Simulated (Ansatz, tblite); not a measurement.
**The cluster Li8+: a ladder of methods and basis sets**

How do method and basis change the picture of the cluster Li8+ (doublet)?

The runs use Ansatz 0.2.0, Gaussian basis; as each input shows.

The runs, in order: GFN1-xTB, GFN2-xTB, PBE/def2-TZVP, r2SCAN/def2-TZVP, r2SCANh/def2-TZVP, B2PLYP/def2-TZVP, ωB97M-V/def2-TZVP, HF/def2-TZVP, B3LYP/def2-TZVP, B97M-V/def2-TZVP, PBE-QIDH/def2-TZVP, PBE/def2-SVP, PBE0/def2-SVP, HF/6-31G, B3LYP/6-31G, CCSD(T)/def2-TZVPP, MP2/def2-TZVP, RPA/def2-TZVP.

1 further run of the same task is left out (set aside as unsound or not needed).

### 1 The geometry

The doublet was relaxed beforehand with PBE/def2-TZVP. At that level it is the lowest of the isomers that a small search found.

8 atoms, charge 1, spin multiplicity 2.

Bond lengths: Li1–Li2 2.839 Å, Li2–Li3 2.778 Å, Li2–Li4 2.844 Å, Li2–Li5 2.906 Å, Li2–Li6 2.764 Å, Li2–Li7 2.647 Å, Li2–Li8 2.779 Å, Li3–Li5 3.040 Å, Li5–Li6 3.027 Å, Li5–Li7 2.996 Å, Li5–Li8 3.037 Å. Angles: Li1–Li2–Li3 134.6°, Li1–Li2–Li4 71.9°, Li1–Li2–Li5 119.8°, Li1–Li2–Li6 143.2°, Li1–Li2–Li7 68.2°, Li1–Li2–Li8 69.4°, Li3–Li2–Li4 69.2°, Li3–Li2–Li5 64.6°, Li3–Li2–Li6 81.7°, Li3–Li2–Li7 76.3°, Li3–Li2–Li8 128.7°, Li4–Li2–Li5 119.8°, Li4–Li2–Li6 141.4°, Li4–Li2–Li7 68.3°, Li4–Li2–Li8 135.0°, Li5–Li2–Li6 64.5°, Li5–Li2–Li7 65.1°, Li5–Li2–Li8 64.5° and more.

The ion is computed in the gas phase, without counter-ions or solvent.

PBE0/def2-TZVP was run before; its log isn't repeated, and its numbers join the tables.

### 2 GFN1-xTB

Tight binding, by tblite at 300 K electronic temperature and without a spin-polarisation term:

```python
tblite.interface.Calculator('GFN1-xTB', numbers, positions, charge=1, uhf=1).singlepoint()
```

Energy -75.0454 eV; 0.004 s.

### 3 GFN2-xTB

Tight binding, by tblite at 300 K electronic temperature and without a spin-polarisation term:

```python
tblite.interface.Calculator('GFN2-xTB', numbers, positions, charge=1, uhf=1).singlepoint()
```

Energy -48.8220 eV; 0.005 s.

### 4 PBE/def2-TZVP

start.molden holds the orbitals of an earlier run on this state, given as this run's starting guess.

Input file in.yaml:

```yaml
crystal:
  periodic: [false, false, false]
  atoms:
    - {symbol: Li, position_ang: [0.566905, 1.051922, 2.677700]}
    - {symbol: Li, position_ang: [-0.550917, -0.298557, 0.444042]}
    - {symbol: Li, position_ang: [-1.514842, 0.498842, -2.035920]}
    - {symbol: Li, position_ang: [-1.738146, 2.280906, 0.603217]}
    - {symbol: Li, position_ang: [1.135223, -0.976104, -1.824177]}
    - {symbol: Li, position_ang: [-0.969483, -2.804311, -0.644653]}
    - {symbol: Li, position_ang: [1.132783, 1.603864, -0.300455]}
    - {symbol: Li, position_ang: [1.938477, -1.356561, 1.080248]}
basis:
  gaussian: {orbitals: def2-TZVP, initial_orbitals: start.molden}
total_charge: 1
magnetization: {spin_polarized: true, initial_magnetization: 1}
hamiltonian: {xc: pbe}
scf: {omitted_lower_state_checks: [starts]}
output: {orbitals: {seedname: orbitals}}
```

Started as:

```sh
ansatz run in.yaml --threads 4 --pin off --events-out ev --progress --plain --max-ram 3916MiB
```

Further steps of the session: r2SCAN/def2-TZVP; r2SCANh/def2-TZVP; B2PLYP/def2-TZVP; ωB97M-V/def2-TZVP; HF/def2-TZVP; B3LYP/def2-TZVP; B97M-V/def2-TZVP; PBE-QIDH/def2-TZVP; PBE/def2-SVP; PBE0/def2-SVP; HF/6-31G; B3LYP/6-31G; CCSD(T)/def2-TZVPP; MP2/def2-TZVP; RPA/def2-TZVP.

Before running them: what should the planned runs give, taken together? Wanted: gap in def2-TZVP, named functionals and Hartree-Fock, smallest and largest; correlation energy, CCSD(T)/def2-TZVPP; correlation energy, MP2/def2-TZVP; ⟨S²⟩ in def2-TZVP, named functionals and Hartree-Fock, smallest and largest; PBE0 total energy, smallest basis above largest.

The runs gave:

```
                                                                   quantity                           value
 gap in def2-TZVP, named functionals and Hartree-Fock, smallest and largest  0.42 eV (B97M-V), 5.35 eV (HF)
                                     correlation energy, CCSD(T)/def2-TZVPP                       -11.16 eV
                                          correlation energy, MP2/def2-TZVP                        -8.45 eV
⟨S²⟩ in def2-TZVP, named functionals and Hartree-Fock, smallest and largest                    0.752, 1.326
                            PBE0 total energy, smallest basis above largest   1.32 eV (def2-SVP, def2-TZVP)
```

What this shows: Over the named functionals and Hartree-Fock in def2-TZVP the gap runs from 0.42 eV (B97M-V) to 5.35 eV (HF); exact exchange widens it. Over the named functionals and Hartree-Fock in def2-TZVP spin contamination reaches 0.58 (HF), so some levels may describe another state. Notes on CCSD(T)/def2-TZVPP: large T1 diagnostic, spin contamination.
